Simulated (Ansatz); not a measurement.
**BH₃Cl (doublet): the correlation ladder at distance Cl1–H2 along a hydrogen transfer = 1.548 Å, cc-pVDZ**

The task here is to estimate one member of a computed series from the others.

Computed with Ansatz 0.2.0, Gaussian basis. Level: cc-pVDZ, core rule «outside noble gas», up to 6 orbitals frozen.

The runs, in order: UHF; CCSD(T) on ROHF; CCSD(T) on UHF; BCCD(T) on ROHF; CISD; CCSDT(Q) on ROHF; CCSDT(Q) on UHF; CASSCF and MRCISD+Q, 3 electrons in 3 orbitals; CASSCF and NEVPT2, 3 electrons in 3 orbitals.

15 further runs of the same task are left out: 9 for a known fault of the program, 4 that didn't finish, 2 set aside as unsound or not needed.

## The geometry

The geometry derives from fragments relaxed apart (PBE0/def2-TZVP) and kept rigid, so it is no stationary point. A hydrogen atom is moved between rigid fragments.

5 atoms, charge 0, spin multiplicity 2.

Atoms are counted from 1 here; the program's logs count them from 0.

Bond lengths: Cl1–H2 1.548 Å, H2–B3 1.215 Å, B3–H4 1.191 Å, B3–H5 1.191 Å. Angles: Cl1–H2–B3 180.0°, H2–B3–H4 115.3°, H2–B3–H5 115.3°, H4–B3–H5 129.4°.

Coordinates:

```
atom    x (Å)   y (Å)    z (Å)
 Cl1  -0.7715  0.0000   0.0000
  H2   0.7765  0.0000   0.0000
  B3   1.9915  0.0000   0.0000
  H4   2.5005  0.0000   1.0770
  H5   2.5005  0.0000  -1.0770
```

Set-up of the first run:

File in.yaml:

```yaml
crystal:
  periodic: [false, false, false]
  atoms:
    - {symbol: Cl, position_ang: [-0.771533, 0.000000, 0.000000]}
    - {symbol: H, position_ang: [0.776467, 0.000000, 0.000000]}
    - {symbol: B, position_ang: [1.991467, 0.000000, 0.000000]}
    - {symbol: H, position_ang: [2.500540, 0.000000, 1.077008]}
    - {symbol: H, position_ang: [2.500540, 0.000000, -1.077008]}
basis:
  gaussian: {orbitals: cc-pVDZ}
magnetization: {spin_polarized: true, initial_magnetization: 1}
hamiltonian: {xc: hf}
output: {orbitals: {seedname: orbitals}}
```

Command:

```
> ansatz run in.yaml --threads 1 --pin off --events-out ev --progress --plain --max-ram 2393MiB
```

Among the steps run: UHF; CCSD(T) on ROHF; CCSD(T) on UHF; BCCD(T) on ROHF; CISD; CCSDT(Q) on ROHF; CCSDT(Q) on UHF; CASSCF and MRCISD+Q, 3 electrons in 3 orbitals; CASSCF and NEVPT2, 3 electrons in 3 orbitals.

One of the session's tables, all rows but one given; the rest of the session is left out.

```
       method  from UCCSDT(Q) (kJ/mol)
         ROHF                        ?
          UHF                   +693.0
         RMP2                   +108.4
         UMP2                   +113.4
         CISD                    +69.1
        RCCSD                    +15.2
        UCCSD                    +14.8
     RCCSD(T)                     +2.9
     UCCSD(T)                     +2.9
      BCCD(T)                     +2.9
       RCCSDT                     +0.9
       UCCSDT                     +0.9
    RCCSDT(Q)                      0.0
    UCCSDT(Q)                        0
  CASSCF pair                   +668.2
  NEVPT2 pair                   +112.1
  MRCISD pair                    +62.5
MRCISD+Q pair                     +4.3
```

**Question.** Estimate the row for ROHF.

**Answer.** from UCCSDT(Q) (kJ/mol): +712.1. In the column «from UCCSDT(Q) (kJ/mol)» it is the highest.

Limits of these values: Restricted and unrestricted rows rest on different reference determinants; where their highest levels disagree by more than a few hundredths of an eV, they describe different states and don't form one ladder.
